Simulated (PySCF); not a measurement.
How methods differ on the electron affinity of Si

Si⁻ [Ne] 3s2 3p3 [3p1/2^2 3p3/2^1, M_J = 3/2] → Si [Ne] 3s2 3p2 [3p1/2^2, M_J = 0], as a difference of total energies. Computed with PySCF 2.14 in x2c-SVPall-2c with one added diffuse shell each of s, p type (5s5p1d, 25 functions), with the two-component X2C-1e Hamiltonian. Correlated levels: [Ne] frozen. "Screened" scales the spin-orbit matrix elements by Boettger's factors to mimic the two-electron term; Breit and QED terms are absent.

| method | electron affinity (eV) |
| --- | --- |
| GHF (spin-free) | 0.968 |
| GMP2 (spin-free) | 1.170 |
| GHF (screened spin-orbit) | 0.958 |
| GMP2 (screened spin-orbit) | 1.159 |

Task: How much does correlation contribute at GMP2 (screened spin-orbit)?

Result: 1.159 − (0.958) = 0.201 eV, measured against GHF (screened spin-orbit).

Errors of the correlated levels include the incompleteness of this basis and the frozen core.

The labels give the starting determinants; with spin-orbit coupling the two ends relaxed to ⟨J²⟩ = 3.75, ⟨L²⟩ = 0.00, ⟨S²⟩ = 3.75 and ⟨J²⟩ = 1.96, ⟨L²⟩ = 2.01, ⟨S²⟩ = 2.00.

The determinant of Si mixes levels of different J (the jj label is only the starting occupation), so the difference between spin-free and spin-orbit rows is not the physical spin-orbit shift.

For comparison: 1.390 eV (measured; photodetachment measurements, as compiled on the Wikipedia data page of electron affinities).
